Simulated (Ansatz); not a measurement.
A run for Ansatz (a first-principles code): R-CCSD(T)/aug-cc-pVTZ on ammonia (SMILES N), atoms moved off the minimum.

Ansatz 0.2 input:
```yaml
crystal:
  periodic: [false, false, false]
  atoms:
    - {symbol: N, position_ang: [-0.22573217, 0.11136661, 0.16802477]}
    - {symbol: H, position_ang: [-0.51126123, -0.79603252, -0.26152295]}
    - {symbol: H, position_ang: [-0.28996954, 0.80625615, -0.43972607]}
    - {symbol: H, position_ang: [0.82712029, -0.01329294, -0.05198394]}
basis:
  gaussian:
    orbitals: aug-cc-pVTZ
magnetization: {spin_polarized: false}
correlation: {method: ccsd_t, electrons: outside_noble_gas}
scf: {lower_state_search: off}
output: {forces: true}
```

What total energy does the run end on?

-56.4605 hartree (reference determinant -56.1979, T1 diagnostic 0.009).

How many basis functions does it have, and what does it roughly cost on one machine?

115 functions; roughly 14 core-seconds.
